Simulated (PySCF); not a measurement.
C₂H₅O (charge -1), SMILES CC[O-], point group Cs.

Force field and properties: B3LYP/pcSseg-1 (PySCF, grid level 2). Vibrational terms come from second-order perturbation theory with semi-diagonal cubic constants, by steps of ±0.6 along the normal coordinates of each isotopologue. The parent has the commonest isotopes.

Equilibrium geometry (Å):

```
atom        x        y        z
  C1   0.7721  -0.0191   0.0766
  C2  -0.7890   0.0380  -0.0757
  O3  -1.4294   0.4130   1.0046
  H4   1.0318  -0.7146   0.8902
  H5   1.2927  -0.3380  -0.8493
  H6   1.1439   0.9749   0.3713
  H7  -0.9362   0.6936  -1.0200
  H8  -1.0497  -1.0102  -0.4959
```

(1) Give the equilibrium and ground-state rotational constants (MHz) of parent; ²H at 7; ²H at 5; ²H at 4, ²H at 5; ²H at 4; ¹⁸O at 3; ¹³C at 2, ²H at 7.

(2) How is the parent's vibrational correction B0 − Be made up?

(3) And its quartic centrifugal distortion constants from the harmonic force field?

Internal rotors are held in one well.

## Answers

(1) 
| species | Ae | Be | Ce | A0 | B0 | C0 | Δ0 (u Å²) | harmonic ZPE (cm⁻¹) |
| --- | --- | --- | --- | --- | --- | --- | --- | --- |
| parent | 38519 | 9661.5 | 8558.2 | 38114 | 9565.7 | 8470.9 | -6.431 | 13840 |
| ²H at 7 | 32767 | 9546.5 | 8322.1 | 32411 | 9449.1 | 8233.9 | -7.699 | 13210 |
| ²H at 5 | 37928 | 8898.2 | 7928.3 | 37527 | 8810.9 | 7849.8 | -6.444 | 13183 |
| ²H at 4, ²H at 5 | 34015 | 8550.7 | 7627.8 | 33671 | 8469.5 | 7554.7 | -7.784 | 12506 |
| ²H at 4 | 34679 | 9222.7 | 8195.7 | 34329 | 9135.3 | 8115.6 | -7.771 | 13168 |
| ¹⁸O at 3 | 38064 | 9206.8 | 8178.7 | 37662 | 9118.8 | 8097.6 | -6.429 | 13814 |
| ¹³C at 2, ²H at 7 | 32291 | 9542.5 | 8290 | 31952 | 9446.1 | 8203.2 | -7.711 | 13165 |

Δ0 = Ic − Ia − Ib from the ground-state constants.

(2) 
```
axis  harmonic  Coriolis  cubic  total (MHz)
   a       153      -106   -452         -405
   b      21.6     -5.88   -111        -95.8
   c        12     -4.15  -95.1        -87.3
```

(3) Asymmetric top, A reduction, Ir representation: ΔJ = 9.83 kHz, ΔJK = -38.3 kHz, ΔK = 296 kHz, δJ = 1.76 kHz, δK = 12.4 kHz.
